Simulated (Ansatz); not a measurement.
Basis-set extrapolation for C$_{3}$H$_{6}$S$_{2}$, SMILES `CCSC=S` (PBE0-D4/def2-TZVP geometry, frozen core, Ansatz). Multiplicity 1, RHF reference.

```
                      def2-TZVPP   def2-QZVPP
                 HF  -912.202158  -912.230112
    MP2 correlation    -0.859660    -0.922746
CCSD(T) correlation    -0.956541      not run
```

Energies in hartree. Use E(X) = E(∞) + A·exp(−7.88·√X) for Hartree–Fock and E(X) = E(∞) + B·X^(−2.97) for correlation, with X = 3 and 4, and add CCSD(T) minus MP2 of the smaller set to the MP2 limit.

Problem. What is the CCSD(T) energy at the basis-set limit?

Solution. HF limit: -912.230112 + (-0.027954) × 0.13774 = -912.23396. MP2 limit: -0.922746 + (-0.063086) × 0.74074 = -0.96948. Higher-order term: -0.956541 − (-0.859660) = -0.09688. Total: -913.30032 hartree, 3.85 eV below CCSD(T)/def2-TZVPP.
